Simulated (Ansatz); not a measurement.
## Scan of [H···H···SiH₃], doublet

Starting geometry:

```xyz
6

H    -2.6755    0.0000    0.0000
H    -1.9305    0.0000    0.0000
Si    0.1055    0.0000    0.0000
H     0.5555   -1.4163    0.0000
H     0.5555    0.7081   -1.2265
H     0.5555    0.7081    1.2265
```

From there H2 is moved from one fragment to the other while all else, the fragments' distance too, stays fixed; atoms are numbered as listed. Energies are in eV, counted from the starting geometry at the same level.

Basis cc-pVTZ; Ansatz 0.2.0. Correlated methods freeze the noble-gas cores. Prefix R: restricted or restricted open-shell reference; prefix U: unrestricted.

Full CI isn't at hand for all of this; UCCSDT(Q) serves as the reference, and is uncertain by about the last step of the cluster series. The frozen core follows each run's orbitals, which can shift R against U totals by a few meV.

```json
{"distance H1-H2 (Å)": "0.745", "UCCSDT(Q)": "0.000", "error UHF": "0.000", "error RMP2": "0.000", "error RCCSD(T)": "0.000", "error RCCSDT": "0.000", "error UCCSDT": "0.000", "error RCCSDT(Q)": "0.000"}
{"distance H1-H2 (Å)": "0.830", "UCCSDT(Q)": "0.064", "error UHF": "0.039", "error RMP2": "0.018", "error RCCSD(T)": "0.001", "error RCCSDT": "0.000", "error UCCSDT": "0.000", "error RCCSDT(Q)": "0.000"}
{"distance H1-H2 (Å)": "1.000", "UCCSDT(Q)": "0.330", "error UHF": "0.037", "error RMP2": "0.017", "error RCCSD(T)": "0.002", "error RCCSDT": "0.001", "error UCCSDT": "0.001", "error RCCSDT(Q)": "0.000"}
{"distance H1-H2 (Å)": "1.171", "UCCSDT(Q)": "0.408", "error UHF": "-0.092", "error RMP2": "0.004", "error RCCSD(T)": "0.001", "error RCCSDT": "0.000", "error UCCSDT": "0.001", "error RCCSDT(Q)": "-0.001"}
{"distance H1-H2 (Å)": "1.341", "UCCSDT(Q)": "0.452", "error UHF": "-0.226", "error RMP2": "-0.064", "error RCCSD(T)": "-0.002", "error RCCSDT": "-0.001", "error UCCSDT": "0.000", "error RCCSDT(Q)": "-0.001"}
```

Errors are those of relative energies. In total energy the starting point itself misses UCCSDT(Q) by: UHF 5.288, RMP2 1.073, RCCSD(T) 0.028, RCCSDT 0.004, UCCSDT 0.003, RCCSDT(Q) 0.001 eV.

Spread of the error over the points with a reference, to 1.341 Å (largest less smallest): RCCSDT(Q) 0.001, UCCSDT 0.001, RCCSDT 0.001, RCCSD(T) 0.004, RMP2 0.082, UHF 0.265 eV.
